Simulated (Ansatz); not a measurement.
```yaml
crystal:
  periodic: [false, false, false]
  atoms:
    - {symbol: C, position_ang: [-1.471395, 0.327313, -0.004085]}
    - {symbol: As, position_ang: [0.225121, -0.070781, 0.000699]}
    - {symbol: H, position_ang: [0.799708, 1.360975, -0.003311]}
basis:
  gaussian: {orbitals: def2-TZVP}
magnetization: {spin_polarized: true, initial_magnetization: 2}
hamiltonian: {xc: pbe0}
relax: {f_tol: 0.004, max_steps: 80}
```

```sh
$ ansatz run in.yaml --threads 1 --pin off --events-out ev --progress --plain --max-ram 2176MiB
```

Steps of the relaxation (energy above the last step; positions in Å, forces in eV/Å):

```
3
step 1, 14.7 meV
C    -1.471    0.327   -0.004   -0.746    0.264   -0.002
As    0.225   -0.071    0.001    0.803   -0.383    0.003
H     0.800    1.361   -0.003   -0.058    0.119   -0.001
```

```
3
step 2, 3.2 meV
C    -1.463    0.346   -0.004   -0.400    0.073   -0.001
As    0.240   -0.091    0.001    0.378   -0.039    0.001
H     0.776    1.362   -0.003    0.022   -0.034    0.000
```

```
3
step 3, 0.1 meV
C    -1.474    0.343   -0.004   -0.041    0.010    0.000
As    0.244   -0.088    0.001    0.052    0.020    0.000
H     0.784    1.363   -0.003   -0.011   -0.030    0.000
```

```
3
step 5, 0.0 meV
C    -1.475    0.343   -0.004   -0.002    0.001    0.000
As    0.245   -0.087    0.001    0.002   -0.001    0.000
H     0.783    1.362   -0.003    0.000    0.001    0.000
```

Close pairs at the end: As2–H3 1.546 Å, C1–As2 1.773 Å.

A stationary point of unrestricted PBE0 after 5 steps, with ⟨S²⟩ = 2.130 against 2.00 for a pure state; no frequencies were run, so it isn't proven a minimum. 35 s on 1 thread of Arm Neoverse N1, shared host.
